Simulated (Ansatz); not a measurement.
What does this script print? It uses Ansatz 0.2.0, Python API.

Script `ch4o_dimer.py`:
```python
import ansatz

FIRST = [
    ("C", (-0.09, -0.2115, -0.2818)),
    ("O", (-0.1654, 0.3133, 1.0209)),
    ("H", (-0.8679, -0.9688, -0.3547)),
    ("H", (0.8814, -0.6796, -0.4743)),
    ("H", (-0.2714, 0.5585, -1.0395)),
    ("H", (0.5133, 0.9881, 1.1293)),
]
SECOND = [
    ("C", (0.807, 3.2079, -0.1336)),
    ("O", (2.016, 2.6873, 0.362)),
    ("H", (0.3811, 3.812, 0.6649)),
    ("H", (0.1002, 2.4128, -0.394)),
    ("H", (0.9693, 3.8426, -1.0115)),
    ("H", (2.4256, 2.1396, -0.3163)),
]

def energy(atoms, ghosts=()):
    molecule = ansatz.Crystal.molecule()
    for symbol, xyz in atoms:
        molecule = molecule.atom(symbol, xyz)
    calc = (
        molecule.calculation()
        .basis(gaussian="def2-SVP")
        .functional("HF")
    )
    deck = calc.input()
    if ghosts:
        deck = deck.set(ansatz.key.basis.gaussian.ghost_atoms, [{"symbol": s, "position_ang": list(xyz)} for s, xyz in ghosts])
    return ansatz.Session.from_dict(deck).plan().execute().report["free_energy_ev"]


def main() -> None:
    both = energy(FIRST + SECOND)
    alone = energy(FIRST) + energy(SECOND)
    ghosted = energy(FIRST, SECOND) + energy(SECOND, FIRST)
    print(f"dimer {both:.6f} eV")
    print(f"interaction, uncorrected   {23.060548 * (both - alone):8.3f} kcal/mol")
    print(f"interaction, counterpoise  {23.060548 * (both - ghosted):8.3f} kcal/mol")
    print(f"basis-set superposition    {23.060548 * (alone - ghosted):8.3f} kcal/mol")


if __name__ == "__main__":
    main()
```

`python ch4o_dimer.py` gives:
```text
dimer -6256.169777 eV
interaction, uncorrected     -1.039 kcal/mol
interaction, counterpoise     1.149 kcal/mol
basis-set superposition       2.188 kcal/mol
```

Uncorrected it is -1.039 kcal/mol, with the counterpoise correction 1.149 kcal/mol; the difference, 2.19 kcal/mol, is the superposition error. The sign changes with the correction, so this basis doesn't settle it.

What to keep in mind:
- Total energies depend on the basis set; only differences at equal settings carry meaning.
- The dimer is a generated trial pose of unrelaxed monomers, not a minimum, so the figure is no binding energy, and the basis set is small.
- Hartree-Fock leaves correlation out, so bond, atomisation and ionisation energies come out well too low.
- This level lacks the dispersion part of the attraction (electrostatics and induction are there), which can decide the sign where the interaction is weak.
- Finished in 1.6 s on 1 thread of Arm Neoverse V2, with other jobs on the host, peak memory 0.21 GiB.

(Lines on the test bed's own set-up are left out of the output.)
